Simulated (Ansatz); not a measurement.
**BNH₃ (quartet): from Hartree-Fock to the top rungs at distance B1–H4 along a hydrogen transfer = 1.194 Å, cc-pVDZ**

Aim: climb from Hartree-Fock through coupled cluster and multireference methods for BNH₃ (quartet) at one geometry and basis, and see what each rung misses.

Method: cc-pVDZ, core rule «outside noble gas», up to 2 orbitals frozen; program: Ansatz 0.2.0, Gaussian basis.

The runs, in order: UHF; CCSD(T) on ROHF; CCSD(T) on UHF; BCCD(T) on ROHF; CISD; CCSDT(Q) on ROHF; CCSDT(Q) on UHF; CASSCF and MRCISD+Q, 5 electrons in 5 orbitals; CASSCF and NEVPT2, 5 electrons in 5 orbitals; CASSCF and NEVPT2, 11 electrons in 11 orbitals.

16 further runs of the same task are left out: 4 for a known fault of the program, 10 that didn't finish, 2 set aside as unsound or not needed.

### 1 What is computed

The geometry derives from fragments relaxed apart (PBE0/def2-TZVP) and kept rigid, so it is no stationary point. A hydrogen atom is moved between rigid fragments.

5 atoms, charge 0, spin multiplicity 4.

Atoms are counted from 1 here; the program's logs count them from 0.

Bond lengths: B1–H2 1.193 Å, B1–H3 1.193 Å, B1–H4 1.193 Å. Angles: H2–B1–H3 120.0°, H2–B1–H4 120.0°, H3–B1–H4 120.0°.

### 2 UHF

File in.yaml:

```yaml
crystal:
  periodic: [false, false, false]
  atoms:
    - {symbol: B, position_ang: [-1.437822, 0.000000, 0.000000]}
    - {symbol: H, position_ang: [-2.034555, 1.033571, 0.000000]}
    - {symbol: H, position_ang: [-2.034555, -1.033571, 0.000000]}
    - {symbol: H, position_ang: [-0.244357, 0.000000, 0.000000]}
    - {symbol: N, position_ang: [1.420178, 0.000000, 0.000000]}
basis:
  gaussian: {orbitals: cc-pVDZ}
magnetization: {spin_polarized: true, initial_magnetization: 3}
hamiltonian: {xc: hf}
output: {orbitals: {seedname: orbitals}}
```

The run is started by

```sh
ansatz run in.yaml --threads 1 --pin off --events-out ev --progress --plain --max-ram 2393MiB
```

Further steps of the session: CCSD(T) on ROHF; CCSD(T) on UHF; BCCD(T) on ROHF; CISD; CCSDT(Q) on ROHF; CCSDT(Q) on UHF; CASSCF and MRCISD+Q, 5 electrons in 5 orbitals; CASSCF and NEVPT2, 5 electrons in 5 orbitals; CASSCF and NEVPT2, 11 electrons in 11 orbitals.

**Question.** What will the summary of the whole plan be? Wanted: UCCSDT(Q) below the RHF energy; RMP2 from UCCSDT(Q); UMP2 from UCCSDT(Q); RCCSD from UCCSDT(Q); RCCSD(T) from UCCSDT(Q); UCCSD(T) from UCCSDT(Q); RCCSDT(Q) from UCCSDT(Q); NEVPT2 valence from UCCSDT(Q); T1 diagnostic.

**Answer**, as computed:

```
                         quantity                                                   value
   UCCSDT(Q) below the RHF energy                                              -5.8870 eV
              RMP2 from UCCSDT(Q)                                         +27.86 kcal/mol
              UMP2 from UCCSDT(Q)                                         +27.45 kcal/mol
             RCCSD from UCCSDT(Q)                                          +2.23 kcal/mol
          RCCSD(T) from UCCSDT(Q)                                          +0.48 kcal/mol
          UCCSD(T) from UCCSDT(Q)                                          +0.44 kcal/mol
         RCCSDT(Q) from UCCSDT(Q)                                          +0.04 kcal/mol
    NEVPT2 valence from UCCSDT(Q)                                         +26.25 kcal/mol
levels within 1 kcal/mol (43 meV)  RCCSD(T), UCCSD(T), BCCD(T), RCCSDT, UCCSDT, RCCSDT(Q)
                    T1 diagnostic                                                   0.014
   effectively unpaired electrons                                                    3.01
```

RCCSD(T) misses by +0.48 kcal/mol, 0.4 % of the correlation energy. One determinant dominates. These misses are within one basis, not against nature; the frozen cores of restricted and unrestricted runs differ, which can shift their rows.
